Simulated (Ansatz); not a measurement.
System: rutile TiO₂. Method: r²SCAN (PAW; Ansatz, a first-principles code).

Run with plane-wave cutoff 600 eV, 6×6×8 k mesh (along the axes of the cell as run), finite displacements, no spin polarisation, scalar-relativistic PAW data made under PBE.

Cell (measured lattice):

TiO2 is modelled in the tetragonal space group P4₂/mnm (No. 136), the rutile structure, Pearson symbol tP6. Conventional cell: a = b = 4.594 Å, c = 2.958 Å, α = β = γ = 90.00°. Ti on 2a is coordinated by 6 O at 1.949–1.979 Å (octahedral). O on 4f sees 3 Ti at 1.949–1.979 Å (trigonal planar). (Neighbours: up to the widest gap in distance over summed covalent radii, below 1.35, at either atom; cation-cation and far metal-metal contacts left out.)

### Question
Predict the high-frequency dielectric constant (mean over three axes) and static dielectric constant (mean over three axes).

### Answer

- high-frequency dielectric constant (mean over three axes) = 7.01
- static dielectric constant (mean over three axes) = 582

Measured, for comparison: high-frequency dielectric constant 6.34 (temperature not stated, not corrected to a static lattice, mean; as tabulated in Skone et al. (2014), arXiv:1501.03184); static dielectric constant 114 (temperature not stated, not corrected to a static lattice, mean of the two values across and the one along c; as tabulated in Harker's crystal data pages). Computed (rounded) less measured: high-frequency dielectric constant +11 %, static dielectric constant +411 %.

Note: the cell isn't this level's own, so it is under some stress, which shifts stiffness and frequencies.

Computing time: very roughly 5 core-minutes.
